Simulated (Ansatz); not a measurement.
**Dissociation curves of [AlH3]− (SMILES [AlH3-])**

[AlH3]−: 4 atoms, total charge -1, spin state doublet. As SMILES, `[AlH3-]`. The shape comes from GFN2-xTB, which is rough for such elements, and wasn't checked as a minimum.

```jsonl
{"atom": "Al", "x (Å)": "-0.1611", "y (Å)": "0.4553", "z (Å)": "-0.3073"}
{"atom": "H", "x (Å)": "0.4719", "y (Å)": "0.7541", "z (Å)": "1.2244"}
{"atom": "H", "x (Å)": "-1.3501", "y (Å)": "-0.6839", "z (Å)": "0.0505"}
{"atom": "H", "x (Å)": "1.0393", "y (Å)": "-0.5256", "z (Å)": "-0.9677"}
```

The Al1–H2 distance is scanned; the parts on either side stay rigid. Basis 6-31G(d), 5 core orbitals frozen in the correlated methods; program Ansatz 0.2.0. FCI is exact within this basis and core. Energies in eV from each method's value at 1.684 Å; open shells run as named. The set has no diffuse functions, which an anion needs. The shape above is that at 1.684 Å.

| distance (Å) | UPBE | UBLYP | UBHLYP | UCAM-B3LYP | UCCSD(T) | UCCSDT | FCI |
| --- | --- | --- | --- | --- | --- | --- | --- |
| 1.684 | 0.00 | 0.00 | 0.00 | 0.00 | 0.00 | 0.00 | 0.00 |
| 2.105 | 0.49 | 0.49 | 0.59 | 0.57 | 0.53 | 0.53 | 0.53 |
| 2.526 | 1.21 | 1.17 | 1.39 | 1.36 | 1.27 | 1.26 | 1.26 |
| 3.368 | 2.19 | 2.04 | 2.37 | 2.39 | 2.32 | 2.29 | 2.28 |
| 4.210 | 2.51 | 2.30 | 2.71 | 2.76 | 2.62 | 2.62 | 2.61 |

Departure from the FCI curve at its largest: UPBE -0.11 eV at 4.21 Å; UBLYP -0.31 eV at 4.21 Å; UBHLYP +0.13 eV at 2.53 Å; UCAM-B3LYP +0.15 eV at 4.21 Å; UCCSD(T) +0.04 eV at 3.37 Å; UCCSDT +0.01 eV at 3.37 Å. For the functionals part of the departure is owed to the small basis.
